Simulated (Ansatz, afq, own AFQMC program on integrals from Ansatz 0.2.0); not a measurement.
Two steps: Ansatz 0.2.0 writes the Fock matrix and Cholesky factors of the valence space, and afq projects on them the lowest state that overlaps trial and start.

```yaml
crystal:
  periodic: [false, false, false]
  atoms:
    - {symbol: Al, position_ang: [-1.072818, 0.000000, 0.000000]}
    - {symbol: H, position_ang: [-1.865742, 1.373384, 0.000000]}
    - {symbol: H, position_ang: [-1.865742, -1.373384, 0.000000]}
    - {symbol: H, position_ang: [1.208182, 0.000000, 0.000000]}
    - {symbol: N, position_ang: [2.248182, 0.000000, 0.000000]}
basis:
  gaussian: {orbitals: cc-pVTZ}
magnetization: {spin_polarized: true, initial_magnetization: 3}
correlation: {method: ccsd_t, electrons: outside_noble_gas, hamiltonian_folder: ham}
```

```sh
$ ansatz run in.yaml --threads 1 --pin off --events-out ev --progress --plain --max-ram 16896MiB --backend cuda --devices 0, --max-vram 18GiB
```

Options of the walk:

```
--method phaseless --trial hf --walkers 1000 --populations 20 --least-time 40 --time-step 0.005 --steps-per-block 20 --equilibration-blocks 112 --max-blocks 4000 --target-error 0.001 --factor-cut 1e-05 --start spin_pure --seed 9327 --taylor-order 6
```

Times are imaginary, in 1/Eh. The walk had a cap of 95 s. With eight or more populations the least sampling time is a fifth of least-time, and the error comes from their spread.

```
orbitals 100  electrons 7 4  factors 620 of 628
reference energy -298.00612462 Eh
CCSD correlation -0.24848852 Eh in 11 cycles, weight of the determinant in the CISD state 0.8935
energy of the start -298.006741 Eh
 block  time / (1/Eh)  mean weight  energy / Eh
     1     0.100  1.0014  -298.079083
     2     0.200  1.0021  -298.119629
     3     0.300  1.0015  -298.149793
     4     0.400  1.0017  -298.168957
     5     0.500  1.0012  -298.189993
     8     0.800  1.0004  -298.217931
    15     1.500  1.0007  -298.241904
    36     3.600  0.9995  -298.256755
    57     5.700  1.0003  -298.260234
    78     7.800  1.0003  -298.261125
    99     9.900  1.0003  -298.253895
   120    12.000  1.0007  -298.258227
   141    14.100  1.0003  -298.254420
   162    16.200  1.0012  -298.264646
   183    18.300  0.9990  -298.263381
   190    19.000  1.0007  -298.270210
   204    20.400  1.0000  -298.261455
   225    22.500  0.9999  -298.262953
   246    24.600  0.9999  -298.260961
   267    26.700  0.9996  -298.258061
   281    28.100  0.9995  -298.250103
   288    28.800  1.0001  -298.267376
error from the spread of 20 populations
energy -298.259368 +/- 0.000980 Eh
(rows thinned)
```

(1) Estimate how long the walk took on 1 × NVIDIA H100 80GB HBM3 with 2 threads of AMD EPYC 7R13 Processor (Zen 3), with other jobs on the host (the card was shared).

The run passed its tests (sampling time, drift between the halves within three errors, error under three times the target), which doesn't prove that it has relaxed.

Against this walk (error 26.7 meV) on the same determinant: CCSD(T) 35.0 meV lower (within the noise), CCSDT(Q) 68.1 meV lower, a separate phaseless walk with a CISD trial and standard settings 57.5 ± 27.2 meV lower. The error is statistical and leaves out the bias of the constraint.

Cautions: constraint bias not in the error; lower spins were not checked.

Results:

(1) 39 s of wall time.

CCSDT and higher add their correlation energy to the determinant of the CCSD(T) run, since their own runs factorise the integrals more tightly (a shift of under 2 meV). A walk keeps the symmetry of its determinant, which the program's search chose and which needn't be the lowest solution, so a lower state of the same spin and another symmetry isn't excluded.
